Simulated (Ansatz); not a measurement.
Ansatz (a program for electronic structure) input (B3LYP/LANL2DZ): The .json file is the Basis Set Exchange's LANL2DZ.

Ansatz 0.2 input:
```yaml
crystal:
  periodic: [false, false, false]
  atoms:
    - {symbol: C, position_ang: [0.00521638, -0.17027709, -0.33328643]}
    - {symbol: C, position_ang: [-0.01052946, 0.18692732, 0.99931659]}
    - {symbol: F, position_ang: [1.10857734, -0.14681244, -1.04645536]}
    - {symbol: F, position_ang: [-1.08739666, -0.18149448, -1.06310615]}
    - {symbol: N, position_ang: [-0.02267823, 0.40783727, 2.14141037]}
basis:
  gaussian:
    orbitals: LANL2DZ.json
hamiltonian:
  xc: {name: B3LYP}
magnetization: {spin_polarized: true, initial_magnetization: 1}
relax: {f_tol: 0.003, max_steps: 120}
```

### Question
What final total energy does it give?

### Answer
-330.52868 Eh.
